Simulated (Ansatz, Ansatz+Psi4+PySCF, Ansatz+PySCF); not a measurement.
```xyz
5

H     0.9067    1.2490   -2.2000
H     0.9067   -1.2050   -2.2000
H    -0.9412   -1.2050   -2.2000
C    -0.0172    0.6842   -2.2000
C    -0.0172   -0.6403   -2.2000
```

Basis set: cc-pVTZ (spherical functions). Left uncorrelated: 2 orbitals. Correlation on ROHF uses semicanonical orbitals with singles. Charge 0, multiplicity 2.

Computed with Ansatz (development build ahead of 0.2.0); each method stands on the lowest determinant of its kind that the runs found.

Problem. Give the atomization energy at this shape (free ground-state atoms in the same class of orbitals less the molecule, no zero-point energy) of doublet C₂H₃ by ROHF-MP2, UHF-MP2, ROHF, UHF.

Solution.

```tsv
method	atomization energy
ROHF-MP2	18.85 eV
UHF-MP2	18.58 eV
ROHF	14.56 eV
UHF	14.53 eV
```

Caution for ROHF-MP2, UHF-MP2: forces differ strongly between restricted and unrestricted references. Caution for UHF-MP2, UHF: the unrestricted determinant is spin contaminated.
